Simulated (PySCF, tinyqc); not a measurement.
Inside a calculation. Method: RHF in the sto-6g basis, for BH, spin multiplicity 1. The lowest restricted solution is unstable here: a spin-polarised one lies 0.0148 hartree lower (PySCF). One step of it, computed by the program tinyqc.

Question. Iteration 4: building the Fock matrix. J_ij = sum D_kl (ij|kl), K_ij = sum D_kl (ik|jl); F = H + J - 0.5 K; E = tr D H + tr D J / 2 - 0.25 tr D K + E_nn.

D after iteration 3:
```
            1B 1s      1B 2s    1B 2px    1B 2py     1B 2pz      2H 1s
1B 1s    2.134121  -0.484830  0.000000  0.000000   0.143906  -0.083881
1B 2s   -0.484830   1.880410  0.000000  0.000000  -0.679825  -0.001211
1B 2px   0.000000   0.000000  0.008659  0.000000   0.000000   0.000000
1B 2py   0.000000   0.000000  0.000000  0.008659   0.000000   0.000000
1B 2pz   0.143906  -0.679825  0.000000  0.000000   0.773189   0.637633
2H 1s   -0.083881  -0.001211  0.000000  0.000000   0.637633   0.812997
```

core Hamiltonian H = T + V (hartree):
```
             1B 1s      1B 2s     1B 2px     1B 2py     1B 2pz      2H 1s
1B 1s   -12.919929  -3.204008   0.000000   0.000000  -0.022325  -1.005250
1B 2s    -3.204008  -3.828487   0.000000   0.000000  -0.176180  -1.907966
1B 2px    0.000000   0.000000  -3.032795   0.000000   0.000000   0.000000
1B 2py    0.000000   0.000000   0.000000  -3.032795   0.000000   0.000000
1B 2pz   -0.022325  -0.176180   0.000000   0.000000  -3.167798  -1.675693
2H 1s    -1.005250  -1.907966   0.000000   0.000000  -1.675693  -2.801738
```

Two-electron integrals (ij|kl) in chemists' order, unique and non-zero (hartree):
```
(11|11) 2.924993   (21|11) 0.480756   (21|21) 0.099484   (22|11) 0.743449
(22|21) 0.188967   (22|22) 0.544922   (31|31) 0.021096   (32|31) 0.030854
(32|32) 0.120443   (33|11) 0.743450   (33|21) 0.188967   (33|22) 0.544922
(33|33) 0.587109   (41|41) 0.021096   (42|41) 0.030854   (42|42) 0.120443
(43|43) 0.031641   (44|11) 0.743450   (44|21) 0.188967   (44|22) 0.544922
(44|33) 0.523827   (44|44) 0.587109   (51|51) 0.021096   (52|51) 0.030854
(52|52) 0.120443   (53|53) 0.031641   (54|54) 0.031641   (55|11) 0.743450
(55|21) 0.188967   (55|22) 0.544922   (55|33) 0.523827   (55|44) 0.523827
(55|55) 0.587109   (61|11) 0.155621   (61|21) 0.031124   (61|22) 0.058387
(61|33) 0.058068   (61|44) 0.058068   (61|51) 0.002433   (61|52) 0.004571
(61|55) 0.059023   (61|61) 0.010102   (62|11) 0.319396   (62|21) 0.082233
(62|22) 0.254878   (62|33) 0.248209   (62|44) 0.248209   (62|51) 0.009577
(62|52) 0.052830   (62|55) 0.268214   (62|61) 0.027126   (62|62) 0.155288
(63|31) 0.009339   (63|32) 0.040565   (63|53) 0.010311   (63|63) 0.018788
(64|41) 0.009339   (64|42) 0.040565   (64|54) 0.010311   (64|64) 0.018788
(65|11) 0.281455   (65|21) 0.073601   (65|22) 0.240446   (65|33) 0.227701
(65|44) 0.227701   (65|51) 0.016807   (65|52) 0.086499   (65|55) 0.265935
(65|61) 0.025728   (65|62) 0.172222   (65|65) 0.205786   (66|11) 0.465131
(66|21) 0.122319   (66|22) 0.422991   (66|33) 0.397814   (66|44) 0.397814
(66|51) 0.019016   (66|52) 0.132464   (66|55) 0.473344   (66|61) 0.041602
(66|62) 0.315703   (66|65) 0.383149   (66|66) 0.774999
```

nuclear repulsion = 2.37725611 hartree

Give: Coulomb J; exchange K; Fock matrix F; total energy of this density.

Answer.

Coulomb J (hartree):
```
        1B 1s  1B 2s  1B 2px  1B 2py  1B 2pz  2H 1s
1B 1s   8.472  1.622   0.000   0.000   0.001  0.518
1B 2s   1.622  3.499   0.000   0.000   0.062  1.695
1B 2px  0.000  0.000   3.446   0.000   0.000  0.000
1B 2py  0.000  0.000   0.000   3.446   0.000  0.000
1B 2pz  0.001  0.062   0.000   0.000   3.604  1.647
2H 1s   0.518  1.695   0.000   0.000   1.647  2.979
```

exchange K (hartree):
```
        1B 1s   1B 2s  1B 2px  1B 2py  1B 2pz  2H 1s
1B 1s   5.965   0.999   0.000   0.000   0.006  0.337
1B 2s   0.999   1.328   0.000   0.000  -0.062  0.795
1B 2px  0.000   0.000   0.298   0.000   0.000  0.000
1B 2py  0.000   0.000   0.000   0.298   0.000  0.000
1B 2pz  0.006  -0.062   0.000   0.000   1.199  0.814
2H 1s   0.337   0.795   0.000   0.000   0.814  1.331
```

Fock matrix F (hartree):
```
         1B 1s   1B 2s  1B 2px  1B 2py  1B 2pz   2H 1s
1B 1s   -7.430  -2.081   0.000   0.000  -0.025  -0.656
1B 2s   -2.081  -0.994   0.000   0.000  -0.083  -0.610
1B 2px   0.000   0.000   0.264   0.000   0.000   0.000
1B 2py   0.000   0.000   0.000   0.264   0.000   0.000
1B 2pz  -0.025  -0.083   0.000   0.000  -0.163  -0.435
2H 1s   -0.656  -0.610   0.000   0.000  -0.435  -0.489
```

total energy of this density = -24.99243 hartree

This density is a damped mixture and is not idempotent, and it still holds part of the atomic start, so its energy may lie below the converged one.
